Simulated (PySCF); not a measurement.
C2H7OP.
Bonds: C1–P2, P2–C3, P2–O4 (double). Hydrogens: H5, H6, H7 on C1; H8 on P2; H9, H10, H11 on C3.

Jobs on this species (11 atoms, 42 electrons) with PySCF (density fitting). Hardware of each: one thread of an Arm Neoverse V1, on a shared host. The host was shared with other jobs, so the times are rough. Peak memory is the resident size of the whole Python process, interpreter and libraries included.

Question: Rank these jobs by wall time, shortest first.
A. PBE0/pcSseg-1, IEF-PCM chloroform; shieldings; 110 basis functions
B. PBE0-D3(BJ)/def2-SVP, grid level 1; geometry optimisation from a GFN2-xTB start shaken at random; 95 basis functions
C. CAM-B3LYP/def2-SVPD, IEF-PCM chloroform; 6 singlets by full TDDFT, polarisability; 143 basis functions

Answer: A (5.7 s), C (11 s), B (27 s).

All jobs:

| level and settings | work | basis functions | SCF cycles | wall time | peak memory |
| --- | --- | --- | --- | --- | --- |
| PBE0/pcSseg-1, IEF-PCM chloroform | shieldings | 110 | 12 | 5.7 s | 0.55 GiB |
| WP04/pcSseg-1, IEF-PCM chloroform | shieldings | 110 | 13 | 5.8 s | 0.55 GiB |
| BHandHLYP/aug-pcX-1 (pcseg-1 on H, def2-SVPD on P) | K-edge TDA, 20 lines | 158 | 12 | 6.1 s | 0.66 GiB |
| wB97X-D/pcSseg-1, IEF-PCM chloroform | shieldings | 110 | 12 | 7.3 s | 0.56 GiB |
| PBE0/pcSseg-1, IEF-PCM acetonitrile | shieldings, charges and field gradients | 110 | 12 | 7.3 s | 0.57 GiB |
| CAM-B3LYP/def2-SVPD, IEF-PCM chloroform | 6 singlets by full TDDFT, polarisability | 143 | 12 | 11 s | 0.70 GiB |
| CAM-B3LYP/def2-SVPD, IEF-PCM acetonitrile | 6 singlets by full TDDFT, polarisability | 143 | 12 | 11 s | 0.70 GiB |
| CAM-B3LYP/def2-SVPD | 6 singlets by full TDDFT, polarisability, dynamic polarisability, density and orbital grids written | 143 | 12 | 15 s | 0.68 GiB |
| PBE0-D3(BJ)/def2-SVP, grid level 1 | geometry optimisation from a GFN2-xTB start shaken at random | 95 | 64 | 27 s | 0.39 GiB |

What do all jobs in the table cost together?

About 96 s; the longest takes about 28 % of that, and about 4.7 times as long as the shortest.
